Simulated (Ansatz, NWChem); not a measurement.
**Worked example: vertical energy of the triplet above the singlet of NSF3 (thiazyl trifluoride)**

NSF3: 5 atoms, total charge 0, spin state singlet. As SMILES, `N#S(F)(F)F`. The shape is that of a PBE0-D4/def2-TZVP optimisation.

Both states at this one shape; open shells run unrestricted unless said. 1 Eh = 27.2114 eV.

```
           level  program  singlet NSF3 (Eh)  triplet NSF3 (Eh)
    HF/def2-SVPD   Ansatz        -749.704493        -749.493856
 SVWN5/def2-SVPD   NWChem        -748.300199        -748.084181
revPBE/def2-SVPD   Ansatz        -751.769832        -751.558421
M06-2X/def2-SVPD   NWChem        -751.799767        -751.571556
```

Question: Work out the vertical gap, second state less first, at each level.

Answer: 
1. HF/def2-SVPD: -749.493856 − (-749.704493) = 0.210637 Eh = 5.73 eV.
2. SVWN5/def2-SVPD: -748.084181 − (-748.300199) = 0.216018 Eh = 5.88 eV.
3. revPBE/def2-SVPD: -751.558421 − (-751.769832) = 0.211411 Eh = 5.75 eV.
4. M06-2X/def2-SVPD: -751.571556 − (-751.799767) = 0.228211 Eh = 6.21 eV.

No measured value is set beside it here; the levels span 5.73 to 6.21 eV. Hartree–Fock favours the state with fewer electron pairs, since it lacks pair correlation.
